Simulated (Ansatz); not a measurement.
**Diamond**

Level of theory: r²SCAN (PAW; Ansatz, a quantum-chemistry and plane-wave program).

Run with plane-wave cutoff 600 eV, 12×12×12 k mesh, finite displacements, force constants from a 4×4×4 q mesh, scalar-relativistic PAW data made under PBE.

Cell: relaxed at this level.

```yaml
electronic dielectric constant ε∞: 5.78
zone-centre TO phonon frequency: 1324 cm⁻¹
zero_point_energy: 0.183 eV/atom
```

Measured, for comparison: high-frequency dielectric constant 5.7 (300 K, no zero-point or thermal correction, our sources range from 5.50 to 5.70; as tabulated in Skelton et al. (2020), arXiv:2005.00277); zone-centre TO phonon frequency 1333 cm⁻¹ (low temperature, zero-point motion not removed; as tabulated in Kunc et al. (2003), arXiv:cond-mat/0304692). Computed (rounded) less measured: high-frequency dielectric constant +1 % (+1 % to +5 % over the range), zone-centre TO phonon frequency -0.7 %.

Cost on a shared machine: around 7 core-minutes (rough).
